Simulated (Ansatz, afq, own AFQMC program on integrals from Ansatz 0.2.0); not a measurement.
# CH5Si, doublet: AFQMC among the cluster methods

```yaml
atoms:
  - { symbol: Si, position_ang: [0.0000, 0.0016, 0.4595] }
  - { symbol: C, position_ang: [0.0000, -0.0017, -1.0485] }
  - { symbol: H, position_ang: [0.0000, 1.3970, 0.9703] }
  - { symbol: H, position_ang: [-1.1990, -0.7050, 0.9925] }
  - { symbol: H, position_ang: [1.1990, -0.7050, 0.9925] }
  - { symbol: H, position_ang: [0.0000, 0.9081, -1.6394] }
  - { symbol: H, position_ang: [0.0000, -0.9204, -1.6269] }
```

Basis 6-31G. Noble-gas cores (and the filled d shells of Ga–Kr and In–Xe) are frozen. Ansatz 0.2.0 and our own AFQMC program on the same integrals; the CISD trial comes from CCSD amplitudes, and released means the phaseless constraint is let go. Free projection: walkers drawn from exp(T), propagated without any constraint. Its projection time is finite, and what remains of the start isn't in its error. ± is one standard error of the sampling.

Determinant: UHF, the one that the program's search chose, which needn't be the lowest solution. The geometry is a point of a scan.

No full CI on the walks' own integrals is used here. The released AFQMC energy serves as the reference, which it does only where one determinant dominates, the energy is flat over the last release times and near the phaseless one (40 meV or 2 meV an electron, half that with transition metals). On small molecules, where full CI could be run and the noise was under 10 meV, such values lay within 10 meV of it in 19 cases of 20, a flattering rate, since the rule was set on those same cases; what remains of the bias isn't in the error bar.

Cautions: the released value is read at 2.40 1/Eh with a noise of 10 meV, more than in the cases checked (meV from the phaseless value at times in 1/Eh: -8 ± 10 at 0.24, -22 ± 7 at 0.51, -13 ± 7 at 0.99, -23 ± 8 at 1.62, -20 ± 10 at 2.40).

- T1 diagnostic: 0.0139
- weight of the determinant in the CISD state: 0.911
- ⟨S²⟩ of the determinant: 0.765
- size of the correlated space: 13 electrons in 26 orbitals

| level | correlation energy (eV) |
| --- | --- |
| MP2 | -3.4556 |
| CCSD | -4.3370 |
| CCSD(T) | -4.4068 |

(1) Estimate where phaseless AFQMC with the Hartree–Fock trial lies against CCSD(T) on the same integrals.

(1) 0.2 ± 3.2 kJ/mol above CCSD(T). The gap is under twice the noise, so this walk alone can't tell the two apart.

Reference: AFQMC with the constraint released, correlation energy -4.435 ± 0.010 eV.

| level | E − E(reference) (kJ/mol) | share of correlation (%) |
| --- | --- | --- |
| CCSD(T) | 2.7 ± 1.0 | 99.38 |
| ph-AFQMC/HF | 2.8 ± 3.3 | 99.34 |
| ph-AFQMC/CISD | 1.9 ± 1.3 | 99.56 |
| free AFQMC | 0.4 ± 1.3 | 99.91 |

Free projections are given only where their last times agree within the noise and don't stop above the reference; a slow remainder of the start can still hide under it. A walk keeps the symmetry of its determinant, which the program's search chose and which needn't be the lowest solution, so a lower state of the same spin and another symmetry isn't excluded. Released energies are given only where the last usable release times agree within the noise; a slower fall can still hide under it.
